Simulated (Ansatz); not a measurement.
Two shapes of triplet C6H4.

Shape 1:

```xyz
10

C     0.0285    1.1799    0.6964
C     0.6021    0.2238    1.2082
C    -0.6468    1.2069   -0.5141
C     0.7131   -1.0617    0.7016
C    -0.5969   -0.0486   -1.1186
C     0.0637   -1.1492   -0.5288
H    -1.1536    2.0508   -0.9599
H     1.2173   -1.9020    1.1563
H    -1.0826   -0.1908   -2.0763
H     0.0608   -2.0957   -1.0554
```

Shape 2:

```xyz
10

C     0.8377    0.1970    1.0844
C    -0.2050    0.8894    1.0409
C     1.2520   -0.7496    0.1660
C    -1.1834    0.8674    0.0644
C     0.3148   -0.8524   -0.8833
C    -0.8552   -0.0756   -0.9321
H     2.1602   -1.3548    0.2008
H    -2.0934    1.4694    0.0234
H     0.5079   -1.5656   -1.6903
H    -1.5397   -0.2061   -1.7757
```

Basis set: def2-SVP (spherical functions). Correlated methods keep 6 orbitals frozen. Charge 0, multiplicity 3.

Computed with Ansatz (development build ahead of 0.2.0); each method stands on the lowest determinant of its kind that the runs found.

Q: Which shape is lower in energy, and by how much in each method?

A:

```json
{"method": "UHF", "E(2) − E(1) (eV)": "-0.260"}
{"method": "UHF-MP2", "E(2) − E(1) (eV)": "-0.203"}
```

Shape 2 is lower. Caution: another spin multiplicity may lie lower; the unrestricted determinant is spin contaminated; the determinant breaks the point group.
